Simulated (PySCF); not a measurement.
## Where the electron goes

Species: C₃H₅F₃.
Atom-mapped SMILES: `[CH3:1][CH2:2][C:3]([F:4])([F:5])[F:6]` (hydrogens: H7, H8, H9 on C1; H10, H11 on C2)

Cartesian coordinates in Å at the PBE0-D3(BJ)/def2-SVP level; atoms count from 1:
```xyz
11
C3H5F3 angstrom
C     -1.2447    0.1924    0.5327
C     -0.0626   -0.5953   -0.0030
C      1.2033    0.2162   -0.0753
F      1.0591    1.2928   -0.8579
F      2.2163   -0.5032   -0.5693
F      1.5776    0.6553    1.1329
H     -1.0370    0.5779    1.5414
H     -1.4749    1.0488   -0.1174
H     -2.1389   -0.4435    0.5897
H      0.1588   -1.4686    0.6294
H     -0.2571   -0.9727   -1.0183
```

Method used: PySCF 2.14.0, density-fitted response routines, TDDFT CAM-B3LYP/def2-SVPD, vertical, gas phase, core orbitals frozen in the response.

Frontier orbitals with the atoms that hold most of them (Löwdin shares over 4%, at most four atoms; ? is withheld):

```json
{"orbital": "HOMO-3", "ε (eV)": "-13.37", "atoms": "F5 36%, F6 32%, F4 31%"}
{"orbital": "HOMO-2", "ε (eV)": "-12.60", "atoms": "C1 33%, C2 31%, F5 14%, H7 5%"}
{"orbital": "HOMO-1", "ε (eV)": "-11.87", "atoms": "C1 29%, C2 23%, H8 13%, H7 10%"}
{"orbital": "HOMO", "ε (eV)": "-11.86", "atoms": "C2 20%, C1 19%, C3 13%, H9 11%"}
{"orbital": "LUMO", "ε (eV)": "?", "atoms": "?"}
{"orbital": "LUMO+1", "ε (eV)": "1.97", "atoms": "F5 16%, C1 13%, H9 10%, H10 9%"}
{"orbital": "LUMO+2", "ε (eV)": "2.33", "atoms": "F4 14%, F6 14%, H10 12%, H11 12%"}
```

(1) Which atoms hold the LUMO, and with what shares?

(2) What is the LUMO energy, and the HOMO–LUMO gap?

Answers

(1) C1 (bonded to C and 3 H) 24%; C2 (bonded to 2 C and 2 H) 18%; H9 (bonded to C) 10%; C3 (bonded to C and 3 F) 9%. By element: carbon 50%, hydrogen 10% or more.

(2) ε(LUMO) = 1.22 eV; the gap is 13.08 eV (0.4807 hartree).

Problem. The HOMO–LUMO gap is 13.08 eV. Where does the response calculation put the lowest singlet, and from which orbitals?

Solution. S1 is at 9.80 eV (f = 0.0011), 3.28 eV below the gap, made of HOMO-1→LUMO (93%). Without the coupling terms of the response equations the lowest excitation would equal the gap.

Next come S2 at 9.93 eV (f 0.0065), HOMO→LUMO (92%); S3 at 10.63 eV (f 0.0099), HOMO-2→LUMO (84%), HOMO→LUMO+1 (9%); S4 at 10.75 eV (f 0.119), HOMO-1→LUMO+1 (73%), HOMO-1→LUMO+2 (16%); S5 at 10.85 eV (f 0.103), HOMO→LUMO+1 (74%), HOMO-2→LUMO (8%).

The run took 1.9 min wall on one thread, x86-64 server, shared host.
